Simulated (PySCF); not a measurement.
What PySCF settings do for S2

Base input, run as `OMP_NUM_THREADS=1 python input.py` with PySCF 2.14:

```python
from pyscf import gto, dft

mol = gto.M(
    atom='S 0 0 0; S 0 0 1.97',
    basis='6-31g*',
    charge=0,
    spin=2,
    symmetry=True,
    verbose=4,
)
mf = dft.ROKS(mol, xc='tpssh')
mf.kernel()
g = mf.nuc_grad_method()
g.grid_response = True
g.kernel()
mf.dip_moment()
print('orbital energies (hartree):', mf.mo_energy[..., max(0, mol.nelec[1]-3):mol.nelec[0]+3].round(4))
```

Base result: E(SCF) = -796.355839 Eh, 6 cycles, μz(SCF) = 0.00 D, gradient on the second atom 0.0258 Eh/bohr. The bond length is a typed value, not an optimised one. No search for the lowest solution was made.

Run time: 6.4 s on 1 thread of Intel Xeon Platinum 8175M @ 2.50GHz (shared host), peak memory 0.24 GiB.

Each row names what differs from the base; energies in brackets are changes from the base.

| change | result | wall time (s) |
| --- | --- | --- |
| functional: tpssh → tpss | E(SCF) = -796.370937 Eh, 6 cycles, μz(SCF) = 0.00 D, gradient on the second atom 0.0192 Eh/bohr | 6.7 |
| charge: 0 → 1; spin (2S): 2 → 1 | not converged: SCF after 50 cycles | 20 |
| functional: tpssh → m062x | E(SCF) = -796.271203 Eh, 7 cycles, μz(SCF) = 0.00 D, gradient on the second atom 0.0382 Eh/bohr | 6 |
| geometry: bond 1.97 → bond 2.462 | E(SCF) = -796.285232 Eh (+1.9213 eV), 6 cycles, μz(SCF) = 0.00 D, gradient on the second atom 0.0903 Eh/bohr | 6.3 |
| integration grid: default → 5 | E(SCF) = -796.355841 Eh (-0.0001 eV), 6 cycles, μz(SCF) = 0.00 D, gradient on the second atom 0.0258 Eh/bohr | 12 |
| step after the SCF: gradient → mp2; SCF type: ROKS → UHF; functional: tpssh → none (Hartree–Fock); frozen orbitals: default → 10 | E(SCF) = -795.008386 Eh, 9 cycles, E(MP2) − E(SCF) = -0.22673 Eh, ⟨S²⟩ = 2.030, μz(SCF) = 0.00 D | 2 |
| charge: 0 → -1; spin (2S): 2 → 1 [no diffuse functions for the anion] | not converged: SCF after 50 cycles | 24 |
| spin (2S): 2 → 0 | not converged: SCF after 50 cycles | 23 |
| convergence threshold: default → 0.001 [unsound on purpose] | E(SCF) = -796.355820 Eh (+0.0005 eV), 2 cycles, μz(SCF) = 0.00 D, gradient on the second atom 0.0251 Eh/bohr | 6 |
| functional: tpssh → hcth407 | E(SCF) = -796.426881 Eh, 6 cycles, μz(SCF) = 0.00 D, gradient on the second atom 0.0283 Eh/bohr | 5.7 |
| functional: tpssh → wb97x | E(SCF) = -796.300714 Eh, 7 cycles, μz(SCF) = 0.00 D, gradient on the second atom 0.0462 Eh/bohr | 8.1 |
| SCF type: ROKS → UKS | E(SCF) = -796.357400 Eh (-0.0425 eV), 7 cycles, ⟨S²⟩ = 2.004, μz(SCF) = 0.00 D, gradient on the second atom 0.0259 Eh/bohr | 7 |
| functional: tpssh → b3lyp | E(SCF) = -796.354320 Eh, 6 cycles, μz(SCF) = 0.00 D, gradient on the second atom 0.0220 Eh/bohr | 4.9 |
| level shift (hartree): none → -0.2 | E(SCF) = -796.355839 Eh (+0.0000 eV), 16 cycles, μz(SCF) = 0.00 D, gradient on the second atom 0.0258 Eh/bohr | 9.3 |

Order these changes by how far they move the SCF energy from the base, largest first: (1) SCF type: ROKS → UKS; (2) geometry: bond 1.97 → bond 2.462; (3) integration grid: default → 5.

(2) +1.9213 eV, (1) -0.0425 eV, (3) -0.0001 eV.
